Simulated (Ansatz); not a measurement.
**CH₂S: a ladder of functionals and wavefunction methods**

An exercise on one series of results from a longer session: the logs are not shown, and one member is left open.

Program: Ansatz 0.2.0, Gaussian basis. Level of theory: functionals in def2-TZVPP, the program's frozen cores in correlated methods. These are calculated values, not measurements.

Plan: LDA (SPW92), PBE-D4, revPBE-D4, BLYP-D4, r2SCAN-D4, B97M-V, PBE0-D4, B3LYP-D4, r2SCANh-D4, r2SCAN0-D4, HSE06-D4, BHLYP-D4, CAM-B3LYP-D4, LC-ωPBE, ωB97X-V, ωB97M-V, B2PLYP, PBE-QIDH; CCSD(T)/def2-SVP; CCSD(T)/def2-TZVPP; CCSD(T)/def2-QZVPP; extrapolation to the limit; RPA on PBE.

1 further run of the same task is left out (it didn't finish).

### Structure used throughout

The geometry comes from an earlier relaxation with PBE0-D4 in a triple-zeta def2 set; it is a stationary point.

SMILES `C=S`, 4 atoms, charge 0, spin multiplicity 1.

Atoms are counted from 1 here; the program's logs count them from 0.

Bond lengths: C1–S2 1.599 Å, C1–H3 1.090 Å, C1–H4 1.090 Å. Angles: S2–C1–H3 122.2°, S2–C1–H4 122.2°, H3–C1–H4 115.6°.

Coordinates:

```mol
CH2S
  3D, bonds by distance, orders not assigned

  4  3  0  0  0  0  0  0  0  0999 V2000
   -0.0822   -0.0484   -0.0453 C   0  0
    1.3228    0.4393    0.5427 S   0  0
   -0.9617   -0.1803    0.5857 H   0  0
   -0.2234   -0.2708   -1.1034 H   0  0
  1  2  8  0
  1  3  8  0
  1  4  8  0
M  END
```

Set-up of the first run:

in.yaml reads:

```yaml
crystal:
  periodic: [false, false, false]
  atoms:
    - {symbol: C, position_ang: [-0.082163, -0.048418, -0.045267]}
    - {symbol: S, position_ang: [1.322794, 0.439292, 0.542738]}
    - {symbol: H, position_ang: [-0.961738, -0.180333, 0.585656]}
    - {symbol: H, position_ang: [-0.223392, -0.270841, -1.103427]}
basis:
  gaussian: {orbitals: def2-TZVPP}
hamiltonian: {xc: lda}
output: {orbitals: {seedname: orbitals}}
```

Launch:

```sh
$ ansatz run in.yaml --threads 2 --pin off --events-out ev --progress --plain --max-ram 4352MiB
```

Among the steps run: LDA; PBE-D4 (GGA); revPBE-D4 (GGA); BLYP-D4 (GGA); r2SCAN-D4 (meta-GGA); B97M-V (meta-GGA); B3LYP-D4 (hybrid); r2SCANh-D4 (hybrid); r2SCAN0-D4 (hybrid); HSE06-D4 (hybrid); BHLYP-D4 (hybrid); CAM-B3LYP-D4 (range-separated); LC-ωPBE (range-separated); ωB97X-V (range-separated); ωB97M-V (range-separated); B2PLYP (double hybrid); PBE-QIDH (double hybrid).

One of the session's tables, all rows but one given; the rest of the session is left out.

It belongs to the step «Orbital energies across the functionals». 

| functional | HOMO (eV) | LUMO (eV) | gap (eV) |
| --- | --- | --- | --- |
| LDA (SPW92) | -5.53 | -3.72 | 1.82 |
| PBE-D4 | -5.44 | -3.52 | 1.93 |
| revPBE-D4 | -5.41 | -3.45 | 1.96 |
| BLYP-D4 | ? | ? | ? |
| r2SCAN-D4 | -5.67 | -3.40 | 2.27 |
| B97M-V | -5.73 | -3.31 | 2.43 |
| PBE0-D4 | -6.69 | -2.53 | 4.16 |
| B3LYP-D4 | -6.45 | -2.74 | 3.72 |
| r2SCANh-D4 | -6.13 | -3.03 | 3.11 |
| r2SCAN0-D4 | -6.83 | -2.47 | 4.36 |
| HSE06-D4 | -6.29 | -2.92 | 3.37 |
| BHLYP-D4 | -7.80 | -1.41 | 6.39 |
| CAM-B3LYP-D4 | -8.03 | -1.33 | 6.71 |
| LC-ωPBE | -9.44 | -0.19 | 9.26 |
| ωB97X-V | -9.07 | -0.23 | 8.83 |
| ωB97M-V | -8.89 | -0.28 | 8.61 |

Q: Estimate the row for BLYP-D4 from the others.

Worked estimate for «HOMO (eV)». Against the share of exact exchange, B3LYP-D4 (0.2, -6.45), BHLYP-D4 (0.5, -7.80) give a slope of -4.50 per unit share; at 0 the line stands at -5.55.

The run gave: HOMO (eV): -5.30; LUMO (eV): -3.36; gap (eV): 1.94. In «HOMO (eV)» the line misses by -0.25.
